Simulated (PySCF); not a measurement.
water (H₂O), SMILES O.

Geometry: B3LYP-D3(BJ)/def2-TZVPD.

Two levels are set side by side: PBE/def2-TZVPD (PySCF) and B3LYP/def2-TZVPD (PySCF). Same geometry, gas phase. Differences are taken from unrounded values.

| quantity | B3LYP |
|---|---|
| orbital gap (eV) | 8.52 |
| highest occupied level (eV) | -8.81 |
| lowest empty level (eV) | -0.29 |
| dipole moment (D) | 1.85 |
| mean polarisability (bohr³) | 9.9 |

**Question.** What does PBE give, and how far is it from B3LYP? (An estimate is asked for; the answer gives what the named calculation found.)

**Answer.** 
| quantity | PBE | PBE minus B3LYP |
|---|---|---|
| orbital gap (eV) | 6.58 | -1.94 |
| highest occupied level (eV) | -7.23 | 1.58 |
| lowest empty level (eV) | -0.64 | -0.35 |
| dipole moment (D) | 1.79 | -0.06 |
| mean polarisability (bohr³) | 10.4 | 0.5 |

Without exact exchange PBE keeps part of each electron's self-repulsion, which lifts occupied levels and narrows the gap. PBE's more diffuse valence density responds more strongly to a field. Differences between two approximate levels are no errors against the true value.

Rough cost on one machine, each run with all the roots and properties that it gave: B3LYP against PBE within a factor of 2.
